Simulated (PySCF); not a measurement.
methane (CH4), SMILES C.

Coordinates come from a PBE0-D3(BJ)/def2-TZVPD optimisation.

The numbers are results of PySCF with PBE0-D3(BJ)/def2-TZVPD, not measurements.

Harmonic, unscaled wavenumbers; measured fundamentals usually lie a few per cent lower.

Modes within 1.5 cm⁻¹ of each other (mostly degenerate sets) share a row, with their intensities summed.

Computed harmonic wavenumbers and intensities:
```json
[
 {"mode": "1–3", "ν (cm⁻¹)": "1325", "IR (km/mol)": "40.6", "Raman (Å⁴/amu)": "0.1", "depolarisation": "–", "moving atoms (share of kinetic energy)": "H 84 %, C 16 %"},
 {"mode": "4–5", "ν (cm⁻¹)": "1551", "IR (km/mol)": "0.0", "Raman (Å⁴/amu)": "5.5", "depolarisation": "0.75", "moving atoms (share of kinetic energy)": "H 100 %"},
 {"mode": "6", "ν (cm⁻¹)": "3046", "IR (km/mol)": "0.0", "Raman (Å⁴/amu)": "221.4", "depolarisation": "0.00", "moving atoms (share of kinetic energy)": "H 100 %"},
 {"mode": "7–9", "ν (cm⁻¹)": "3167", "IR (km/mol)": "56.0", "Raman (Å⁴/amu)": "135.6", "depolarisation": "0.75", "moving atoms (share of kinetic energy)": "H 91 %, C 9 %"}
]
```
